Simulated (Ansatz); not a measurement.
**F2 (singlet): the correlation ladder, cc-pVDZ**

How much of the correlation energy of F2 (singlet) does each wave-function method recover here?

Computed with Ansatz 0.2.0, Gaussian basis. Level: cc-pVDZ, core rule «outside noble gas», up to 2 orbitals frozen.

The runs, in order: UHF; CCSD(T) on RHF; CCSD(T) on UHF; CCSDT(Q) on RHF; CCSDTQ on RHF.

## 1. The system

The geometry is an MP2(full)/6-31G* stationary point (not a proven minimum).

2 atoms, charge 0, spin multiplicity 1.

Atoms are counted from 1 here; the program's logs count them from 0.

Bond lengths: F1–F2 1.421 Å.

## 2. UHF

Input file in.yaml:

```yaml
crystal:
  periodic: [false, false, false]
  atoms:
    - {symbol: F, position_ang: [0.000000, 0.000000, 0.000000]}
    - {symbol: F, position_ang: [0.000000, 0.000000, 1.420608]}
basis:
  gaussian: {orbitals: cc-pVDZ}
magnetization: {spin_polarized: true, initial_magnetization: 0}
hamiltonian: {xc: hf}
output: {orbitals: {seedname: orbitals}}
```

The run is started by

```sh
$ ansatz run in.yaml --threads 1 --pin off --events-out ev --progress --plain --max-ram 3956MiB --backend cpu
```

After this run come: CCSD(T) on RHF; CCSD(T) on UHF; CCSDT(Q) on RHF; CCSDTQ on RHF.

**Question.** What will the summary of the whole plan be? Wanted: RCCSDTQ below the RHF energy; RMP2 from RCCSDTQ; UMP2 from RCCSDTQ; RCCSD from RCCSDTQ; RCCSD(T) from RCCSDTQ; UCCSD(T) from RCCSDTQ; RCCSDT(Q) from RCCSDTQ; T1 diagnostic.

**Answer**, as computed:

| quantity | value |
| --- | --- |
| RCCSDTQ below the RHF energy | -11.2890 eV |
| RMP2 from RCCSDTQ | +544.1 meV |
| UMP2 from RCCSDTQ | +1701.9 meV |
| RCCSD from RCCSDTQ | +300.8 meV |
| RCCSD(T) from RCCSDTQ | +50.2 meV |
| UCCSD(T) from RCCSDTQ | +82.1 meV |
| RCCSDT(Q) from RCCSDTQ | -4.5 meV |
| levels within 1 kcal/mol (43 meV) | RCCSDT, RCCSDT(Q) |
| T1 diagnostic | 0.010 |

**Reading.** RCCSD(T) lands +50.2 meV from the yardstick (0.4 % of the correlation energy). CCSD(T) misses by +50.2 meV on the restricted determinant and by +82.1 meV on the unrestricted one; the two need not hold the same state or core. These misses are within one basis, not against nature.
